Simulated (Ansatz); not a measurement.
Z-matrix (Å, degrees):
```
C
C 1 1.324
H 1 1.079 2 119.7
H 1 1.081 2 120.6 3 180.0
F 2 1.338 1 120.8 3 -180.0
C 2 1.457 1 126.4 3 0.0
C 6 1.324 2 126.4 1 -180.0
F 6 1.338 2 112.8 1 0.0
H 7 1.081 6 120.6 2 180.0
H 7 1.079 6 119.7 2 0.0
```

Charge 0, multiplicity 1.

Q: List the PBE/def2-TZVPP orbital energies in eV (Ansatz 0.2.0). (An estimate is asked.)

A: Computed: Occupied: -660.71, -660.71, -271.61, -271.60, -269.17, -269.17, -31.15, -31.02, -20.27, -19.02, -16.00, -14.76, -13.71, -12.41, -11.91, -11.72, -11.08, -10.72, -10.06, -9.87, -8.78, -7.41, -6.17. Lowest empty: -2.13, 0.97, 1.00, 1.20, 1.83, 2.07, 2.45, 3.15.
